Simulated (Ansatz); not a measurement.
Elastic constant C13 (GPa) of solids drawn from the class of elemental solids other than molecular ones, at two levels: PBE in Ansatz (PAW), and PBEsol (Ansatz, an electronic-structure program, plane waves, PAW).

| solid | PBE | PBEsol | shift (%) |
|---|---|---|---|
| white tin (β-Sn) | 30.2 | 35.1 | +16.2 |
| hcp Co | 114 | 132 | +15.8 |
| hcp Zr | 66.1 | 72.4 | +9.5 |
| hcp Sc | 27.4 | 30.1 | +9.9 |
| hcp Cd | 29.3 | 37.6 | +28 |
| hcp Be | 10.6 | 8.90 | -16.0 |
| double-hcp La | 10.2 | 8.46 | -17.1 |
| hcp Zn | 43.0 | 56.0 | +30 |
| hcp Tl | 22.4 | 30.5 | +36 |
| hcp Lu | 22.0 | 23.9 | +8.6 |

The shifts run from -17.1 % to +36 %, with a median of +12.8 %.

Over all 10 rows PBEsol is the larger in 8.

Ansatz's runs of these crystals have no spin polarisation, but for hcp Co.

Density-functional runs with spin start from parallel moments for hcp Co.

Spin–orbit coupling is left out, also for the solids with elements from indium on (white tin (β-Sn), double-hcp La, hcp Tl, hcp Lu); its size isn't shown.

Each level is taken at its own relaxed cell. Ansatz's density-functional and Hartree–Fock values are scalar-relativistic unless marked +SOC, with PAW data made under PBE.
